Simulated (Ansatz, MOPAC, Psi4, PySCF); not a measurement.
Molecule: trans-ethylamine, C2H7N, net charge 0, singlet state. SMILES: CCN
Coordinates optimised at B3LYP-D3(BJ)/def2-TZVP (Ansatz, an electronic-structure program):
```xyz
10

C      1.2101    -0.3675    -0.0020
C      0.0059     0.5734    -0.0002
N     -1.3057    -0.0740     0.0024
H      2.1508     0.1897    -0.0039
H      1.2028    -1.0109     0.8816
H      1.1996    -1.0116    -0.8851
H      0.0502     1.2284    -0.8744
H      0.0533     1.2290     0.8732
H     -1.4054    -0.6706     0.8165
H     -1.4083    -0.6712    -0.8110
```
Charge 0, spin multiplicity 1.

Quantity: size of the dipole moment, in D. Conventions: dispersion terms only where a functional's name holds one; 6-311+G** with 5d; no spin-orbit coupling; 6-31G* and kin with 6d, 5d where marked; non-relativistic. Ab initio and DFT rows: single points at B3LYP-D3(BJ) geometries (Ansatz). Semi-empirical rows: dipoles at the shared geometry.

Measured values: NIST CCCBDB, as tabulated in the package chemicals; dipoles are vibrational averages and may belong to another conformer or a mix. 

Value to compare with, the measured value: 1.22 D.

```tsv
level	program	size of the dipole moment (D)	error
MNDO	MOPAC	1.51	0.29
SVWN5/6-31G*	Ansatz	1.39	0.17
PBE/6-31G*	Ansatz	1.34	0.12
BLYP/6-31G*	Ansatz	1.31	0.09
BP86/6-31G* (5d)	PySCF	1.34	0.12
B3LYP/STO-3G	Ansatz	1.45	0.23
B3LYP/3-21G	Ansatz	1.50	0.28
B3LYP/6-31G*	Ansatz	1.38	0.16
B3LYP/6-31G**	Ansatz	1.34	0.12
B3LYP/6-311+G**	Ansatz	1.42	0.20
PBE0/6-311+G**	Ansatz	1.42	0.20
M06-2X/6-311+G**	PySCF	1.45	0.23
wB97X-D/6-311+G**	Psi4	1.46	0.24
```

13 of the 13 habitual levels lie above the measured value; their mean absolute error is 0.19 D, the median 0.20.

The levels are drawn from those run, B3LYP/6-31G* more often than the rest, none by its result; runs whose electronic state is in doubt are left out.
